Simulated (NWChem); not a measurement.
# C2H2S (ethenethione) at 6 levels

Aim: a comparison of 6 runs (HF/def2-SVP, HF/def2-TZVP, B3LYP/6-31G*, PBE0/def2-SVP, CCSD(T)/cc-pVDZ, CCSD(T)/pcseg-2) of C2H2S (ethenethione). 

The results are computed with NWChem 7.3.0.

1 further run of the same task is left out (set aside as unsound or not needed).

## (1) The system as given

C2H2S has 5 atoms, charge 0, and is taken as a singlet. As SMILES, `C=C=S`. Geometry: relaxed at PBE0-D4/def2-TZVP.

Bond lengths: C1–C2 1.303 Å, C2–S3 1.551 Å, C1–H4 1.084 Å, C1–H5 1.084 Å. Angles: C1–C2–S3 180.0°, C2–C1–H4 120.5°, C2–C1–H5 120.5°, H4–C1–H5 118.9°.

## (2) Energy and gradient at HF/def2-SVP (run 1)

File c2h2s.nw:

```
start c2h2s
memory stack 880 mb heap 220 mb global 1100 mb
geometry noautosym nocenter noautoz
  C        0.548210      -0.249340       0.104130
  C       -0.620590       0.282310      -0.117960
  S       -2.011740       0.915010      -0.382210
  H        1.399960       0.016540      -0.510810
  H        0.684170      -0.964520       0.906870
end
basis spherical bse
  * library def2-SVP
end
scf
  thresh 1e-08
  maxiter 80
  print medium
end
task scf gradient
```

Started as:

```bash
$ nwchem c2h2s.nw > c2h2s.out
```

Standard output:

```text
[...]
  functions       =    56
[...]
  wavefunction    = RHF
[...]
         Total SCF energy =   -474.189276450093
      One-electron energy =   -809.252838743895
      Two-electron energy =    255.890123889961
 Nuclear repulsion energy =     79.173438403842
        Time for solution =      3.5s
[...]
                         RHF ENERGY GRADIENTS
    atom               coordinates                        gradient
                 x          y          z           x          y          z
   1 C       1.035967  -0.471184   0.196777    0.001328  -0.000597   0.000239
   2 C      -1.172745   0.533489  -0.222912   -0.005493   0.002500  -0.001044
   3 S      -3.801637   1.729118  -0.722272    0.002027  -0.000924   0.000387
   4 H       2.645541   0.031256  -0.965291    0.001167  -0.000355   0.000015
   5 H       1.292894  -1.822679   1.713736    0.000971  -0.000624   0.000403
[...]
```

It took 5.1 s on 1 thread of Intel Xeon 6975P-C (Granite Rapids), shared host; peak memory 0.1 GiB.

## (3) Energy and gradient at HF/def2-TZVP (run 2)

File c2h2s.nw:

```
start c2h2s
memory 2200 mb
geometry units angstroms noautosym nocenter noautoz
  C        0.548210      -0.249340       0.104130
  C       -0.620590       0.282310      -0.117960
  S       -2.011740       0.915010      -0.382210
  H        1.399960       0.016540      -0.510810
  H        0.684170      -0.964520       0.906870
end
basis spherical bse
  C library def2-TZVP
  S library def2-TZVP
  H library def2-TZVP
end
scf
  thresh 1e-08
  maxiter 80
  print low
end
task scf gradient
```

Started as:

```bash
$ nwchem c2h2s.nw > c2h2s.out
```

Standard output:

```text
[...]
  functions       =   111
[...]
  wavefunction    = RHF
[...]
         Total SCF energy =   -474.415867028678
      One-electron energy =   -809.617667026450
      Two-electron energy =    256.028361593931
 Nuclear repulsion energy =     79.173438403842
        Time for solution =     34.4s
[...]
                         RHF ENERGY GRADIENTS
    atom               coordinates                        gradient
                 x          y          z           x          y          z
   1 C       1.035967  -0.471184   0.196777    0.004194  -0.001902   0.000784
   2 C      -1.172745   0.533489  -0.222912   -0.008444   0.003843  -0.001605
   3 S      -3.801637   1.729118  -0.722272   -0.004694   0.002133  -0.000889
   4 H       2.645541   0.031256  -0.965291    0.006757   0.001094  -0.003669
   5 H       1.292894  -1.822679   1.713736    0.002187  -0.005168   0.005380
 Task  times  cpu:       41.5s     wall:       41.5s
 Total times  cpu:       41.5s     wall:       41.5s
```

Wall time 42 s (1 thread of Intel Xeon 6975P-C (Granite Rapids), shared host); peak memory 0.12 GiB.

Runs 3 to 5 aren't shown in full; the table further down has their settings and results.

## (4) A single-point energy at CCSD(T)/pcseg-2 (run 6)

File sp.nw:

```
start sp
title "C2H2S ccsd(t)"
memory 2200 mb

geometry units angstroms noautosym nocenter noautoz
  C      0.548210    -0.249340     0.104130
  C     -0.620590     0.282310    -0.117960
  S     -2.011740     0.915010    -0.382210
  H      1.399960     0.016540    -0.510810
  H      0.684170    -0.964520     0.906870
end

basis spherical bse
  * library pcseg-2
end

scf
  thresh 1e-08
  maxiter 80
end

ccsd
  freeze core 7
  maxiter 60
end

task ccsd(t) energy
```

Started as:

```bash
$ nwchem sp.nw > sp.out
```

Standard output:

```text
[...]
  functions       =   122
[...]
  wavefunction    = RHF
[...]
         Total SCF energy =   -474.410909044026
      One-electron energy =   -809.783197561923
      Two-electron energy =    256.198850114055
 Nuclear repulsion energy =     79.173438403842
        Time for solution =     53.3s
[...]
 Total MP2 energy:           -474.878764413820079
[...]
             energy      energy      error      ampl     ampl      Block
                                                time     time      time
[...]
 Total CCSD energy:           -474.902130769829398
[...]
 Total CCSD+T(CCSD) energy:           -474.930201857152724
[...]
 Total CCSD(T) energy:                -474.928842062273930
[...]
```

Wall time 6.3 min (1 thread of Intel Xeon 6975P-C (Granite Rapids), shared host); peak memory 0.37 GiB.

## (5) The series

| run | level | iteration cap | module | energy (Eh) | HOMO energy (eV) | LUMO energy (eV) | HOMO–LUMO gap (eV) | wall time |
| --- | --- | --- | --- | --- | --- | --- | --- | --- |
| 1 | HF/def2-SVP | 80 | scf | -474.189276 | -8.89 | 1.86 | 10.76 | 5.1 s |
| 2 | HF/def2-TZVP | 80 | scf | -474.415867 | – | – | – | 42 s |
| 3 | B3LYP/6-31G* (spherical functions) | 100 | dft | -475.548856 | – | – | – | 14 s |
| 4 | PBE0/def2-SVP | 100 | dft | -475.135169 | -6.52 | -2.01 | 4.51 | 16 s |
| 5 | CCSD(T)/cc-pVDZ | 80 | ccsd(t) | -474.813217 | -8.88 | 1.86 | 10.74 | 57 s |
| 6 | CCSD(T)/pcseg-2 | 80 | ccsd(t) | -474.928842 | -8.97 | 1.58 | 10.55 | 6.3 min |

## (6) Outcome

| quantity | value |
| --- | --- |
| run 6: total energy | -474.92884 Eh |
| run 6: HOMO energy (Hartree–Fock orbitals) | -8.97 eV |
| run 6: LUMO energy (Hartree–Fock orbitals) | 1.58 eV |
| run 6: HOMO–LUMO gap (Hartree–Fock orbitals) | 10.55 eV |
| run 6: correlation energy (7 core orbitals frozen) | -517.9 mEh |
| run 6: (T) correction | -26.71 mEh |

In words: Totals of different functionals can't be ranked against each other. All runs together took 8.6 min, the longest 6.3 min.
